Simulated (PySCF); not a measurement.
## Structure from 2D NMR

Compound of formula C5H5F. Correlations simulated from computed shifts and couplings:

HSQC (one-bond C–H):
| δH | δC | $^{1}J$(C,H) (Hz) |
| --- | --- | --- |
| 6.05 | 125.0 | 171 |
| 5.82 | 134.6 | 171 |
| 5.73 | 134.6 | 173 |
| 5.20 | 71.5 | 159 |

COSY cross peaks (|J| ≥ 2 Hz):
| δH | δH | abs. J (Hz) | bonds |
| --- | --- | --- | --- |
| 6.05 | 5.82 | 19.2 | 3 |
| 6.05 | 5.73 | 13.3 | 3 |
| 5.82 | 5.73 | 2.2 | 2 |

HMBC (two and three bonds, |J| ≥ 2.5 Hz):
| δH | δC [abs. J in Hz] |
| --- | --- |
| 6.05 | 134.6 [4.0], 95.2 [5.5] |
| 5.82 | 125.0 [3.0], 94.8 [10.3] |
| 5.73 | 94.8 [17.5] |
| 5.20 | 95.2 [8.0], 94.8 [5.6] |

Carbons without hydrogens: δ 95.2, 94.8.

[PySCF: PBE0/pcSseg-1 with gauge-including orbitals; structure optimised with PBE0-D3(BJ)/def2-SVP; J: B3LYP/pcJ-1 (spin–dipole term only in couplings to heteroatoms); one computed conformer; gas phase; no relativistic terms; equivalent nuclei averaged]

Chemical shifts δ = σref − σ; $^{1}$H (31.27 ppm) and $^{13}$C (184.41 ppm) vs TMS, all at this level.

Exchangeable hydrogens are left out of these lists, and C,H couplings along chains are those of one rotamer, so weak HMBC peaks may be missing or extra.

Assemble the structure.

## Answers

SMILES C=CC#CCF.

Atoms are numbered as in `[CH2:1]=[CH:2][C:3]#[C:4][CH2:5][F:6]`; H(Xn) means a hydrogen on atom n. Ha(C1) is cis to C3; Hb(C1) is trans to C3.

- δC 134.6 is C1, a terminal =CH2 carbon (δH 5.82, 5.73).
- δC 125.0 is C2, an alkene CH (δH 6.05).
- δC 95.2 is C4, an alkyne carbon.
- δC 94.8 is C3, an alkyne carbon.
- δC 71.5 is C5, a propargylic sp3 CH2 bonded to F (δH 5.20).
- HMBC from δH 6.05 reaches the proton-free carbon C4.
- HMBC from δH 5.82 reaches the proton-free carbon C3.
- HMBC from δH 5.73 reaches the proton-free carbon C3.
- HMBC from δH 5.20 reaches the proton-free carbons C4, C3.
- COSY links 6.05–5.82, 6.05–5.73, 5.82–5.73.

The data come from this structure; uniqueness wasn't tested.

Common functionals overestimate the size of one-bond C–F couplings by tens of Hz; these are unscaled. Unscaled 3J(H,H) at this level run about 10 % above measured values. Shifts are as computed. Against solution values, carbons near 30 ppm lie about +2 ppm off and those near 130 ppm about +5 ppm. Of 1211 compounds with measured shifts, 218 miss one by over three times the rms of a fit or turn the order of signals round; such compounds aren't used in these exercises.
